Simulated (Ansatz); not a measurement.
Spin states of the cluster Li₂O, each relaxed with r2SCAN-D4/def2-TZVP in Ansatz. Electronic energies in the gas phase.

B3LYP takes the VWN-RPA correlation. Correlated methods freeze 1 core orbital; core or outer-core shells of Li are correlated, in sets that lack core-valence functions. In the quintet geometry the species has come apart into loosely held pieces. The structure comes from a short search, and lower isomers may exist.

Singlet geometry (D∞h within 0.1 Å):

```xyz
3

Li    0.107   -0.737   -1.434
Li   -0.107    0.739    1.433
O    -0.001   -0.002    0.001
```

Triplet geometry (C2v within 0.1 Å):

| atom | x (Å) | y (Å) | z (Å) |
| --- | --- | --- | --- |
| Li1 | -0.127 | 1.283 | -0.640 |
| Li2 | 0.606 | -1.305 | 0.053 |
| O3 | -0.479 | 0.021 | 0.587 |

Quintet geometry (D∞h within 0.1 Å):

```xyz
3

Li    0.7561    1.7298   -2.8270
Li   -0.7565   -1.7284    2.8277
O     0.0004   -0.0014   -0.0007
```

⟨S²⟩: triplet 2.00 at PBE0-D4/def2-TZVP (pure 2.00), quintet 6.00 at PBE0-D4/def2-TZVP (pure 6.00).

Run but left out: GFN1-xTB, GFN2-xTB (tight binding far off the other levels).

Only these spin states were relaxed. The quintet has fallen apart into loose fragments. The triplet has other bonds than the singlet, so the gap mixes isomer and spin. The quintet has other bonds than the singlet, so the gap mixes isomer and spin.

| level | triplet − singlet (kcal/mol) | quintet − singlet (kcal/mol) | lowest of these | remarks |
| --- | --- | --- | --- | --- |
| HF/def2-TZVP | 8.4 | 81.9 | singlet | – |
| HF/def2-TZVPP | 8.5 | 82.5 | singlet | – |
| PBE-D4/def2-TZVP | 53.1 | 171.5 | singlet | – |
| B3LYP-D4/6-31G | 47.8 | 160.6 | singlet | – |
| B3LYP-D4/def2-TZVP | 50.7 | 167.9 | singlet | – |
| PBE0-D4/def2-TZVP | 45.9 | 158.6 | singlet | – |
| r2SCAN0-D4/def2-TZVP | 42.8 | 155.1 | singlet | – |
| CAM-B3LYP-D4/def2-TZVP | 51.8 | 170.3 | singlet | – |
| CCSD/def2-TZVPP | 46.4 | 155.6 | singlet | large T1 (0.021) (singlet) |

(1) Estimate the rows for HF/6-31G, r2SCAN-D4/def2-TZVP, r2SCANh-D4/def2-TZVP, B2PLYP/def2-TZVP, RPA@PBE/def2-TZVP, MP2/def2-TZVP, MP2/def2-TZVPP, CCSD(T)/def2-TZVPP.

## Answers

(1) 
| level | triplet − singlet (kcal/mol) | quintet − singlet (kcal/mol) | lowest of these | remarks |
| --- | --- | --- | --- | --- |
| HF/6-31G | 6.7 | 75.7 | singlet | – |
| r2SCAN-D4/def2-TZVP | 47.8 | 164.7 | singlet | – |
| r2SCANh-D4/def2-TZVP | 45.8 | 160.8 | singlet | – |
| B2PLYP/def2-TZVP | 53.7 | 169.5 | singlet | – |
| RPA@PBE/def2-TZVP | 40.4 | 143.9 | singlet | – |
| MP2/def2-TZVP | 58.7 | 169.9 | singlet | – |
| MP2/def2-TZVPP | 59.8 | 172.4 | singlet | – |
| CCSD(T)/def2-TZVPP | 50.0 | 161.2 | singlet | large T1 (0.021) (singlet) |
